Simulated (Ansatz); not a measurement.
A made-up structure of CH$_{2}$NNa, closed shell:

N1  (0.231, 1.101, 0.070)
C2  (-0.299, -0.013, -0.254)
Na3  (0.201, -2.200, 0.425)
H4  (-0.550, -0.177, 0.763)
H5  (-1.127, 0.134, -0.979)
(Å)

It is relaxed with PBE-D4/def2-SVP and then PBE0-D4/def2-TZVP (Ansatz 0.2.0). Atoms count as bonded within 1.22 times the sum of their covalent radii (H–H: 0.88 Å). The end point is not checked to be a true minimum.

**Question.** Does its bonding change? (A judgement: the text doesn't fix the answer.)

**Answer.** Computed: Yes. Formed: N1–Na3; broken: C2–Na3, Na3–H4.

Where it ends: The first stage lowers the energy by 2.92 eV in 18 steps. It ends as CH₂NNa ([CH2][N][Na]):
```
5
angstrom
N 0.1850 -0.5030 0.1640
C -0.8617 0.0758 -0.1745
Na 1.9138 -1.4650 0.7273
H -1.8890 -0.2770 0.0898
H -0.8929 1.0142 -0.7812
```

Labels in which every atom is bracketed show which atoms are joined, not bond orders.

For scale, one of the runs: PBE0-D4/def2-TZVP relaxation, 106 basis functions, launched by `ansatz run in.yaml --threads 2 --pin off --events-out ev --progress --plain --max-ram 4352MiB`. The run took about 20 s on 2 CPU threads of an Arm Neoverse V2 (shared host).
